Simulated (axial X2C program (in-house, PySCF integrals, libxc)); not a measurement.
PC⁺: properties at the nuclei

Calculated with an in-house all-electron X2C program for linear molecules (integrals from PySCF): two-component X2C with atomic mean-field Coulomb and Gaunt terms, Gaussian nuclei, basis P dyall-v3z, C dyall-v3z with contracted cores.

R = 1.622 Å (near the PBE0 minimum at charge 1 of the determinant lowest at the starting distance; the state shown can have its own minimum elsewhere).

Determinant lowest in the PBE0 search, Ω = 2 (⟨Sz⟩ = 1.00, ⟨Lz⟩ = 1.00 at PBE0), spin on the atoms P 0.21, C 0.79:

```
 level  Eeff magnitude (GV/cm)  Ws magnitude P (kHz)  Ws magnitude C (kHz)  A∥/gI P (MHz)  qzz P (a.u.)  A∥/gI C (MHz)  qzz C (a.u.)
  PBE0                  0.0195              0.000674                0.0049            119         -1.23            166         -0.22
    HF                  0.0255              4.57e-05               0.00558            179         -1.92            209         -0.20
  BP86                 0.00323               0.00365               0.00466            116         -1.06            161         -0.21
   LDA                 0.00478               0.00496               0.00444            126         -1.08            160         -0.20
r2SCAN                  0.0228              4.68e-05               0.00494            133         -1.23            176         -0.23
```

Eeff is the effective electric field on the electron electric dipole moment in this Ω state and Ws the scalar–pseudoscalar constant of the nucleus named (defined with the proton number Z and per Ω); A∥ (defined per Ω) follows by multiplying with gI = μI/(I μN); qzz is the electric field gradient, eQq0 = 234.96 MHz × Q/barn × qzz. The operators were transformed with the bare-nucleus X2C matrices; with these basis sets, hyperfine constants and field gradients can be off by tens of per cent, and where levels differ in sign neither size nor sign is settled.

(1) With gI(31P) = 2.2632, gI(13C) = 1.4048 (g factors from the IAEA table of nuclear moments by Stone), turn the PBE0 values of the first state into constants in MHz.

Each state is one determinant with collinear spin, which with several unpaired electrons need not be a pure state. Unrestricted Hartree–Fock can overshoot spin polarisation at the nuclei. In the state Ω = 2 the sign of Eeff differs between levels (LDA against PBE0). With several open shells hyperfine constants can be off by a factor of several. Where Eeff spreads by more than a factor of two the levels disagree and none is to be relied on. Open-shell Ω = 0 determinants with evenly filled partner blocks cannot be reached by this program, so the Ω shown need not be the lowest component. States lie within half an eV, so the first need not be the ground state. Further determinants of the search, some of them spin-mixed, are not shown.

Answers

(1) A∥(31P) = 119 × 2.2632 = 269 MHz; A∥(13C) = 166 × 1.4048 = 233 MHz.
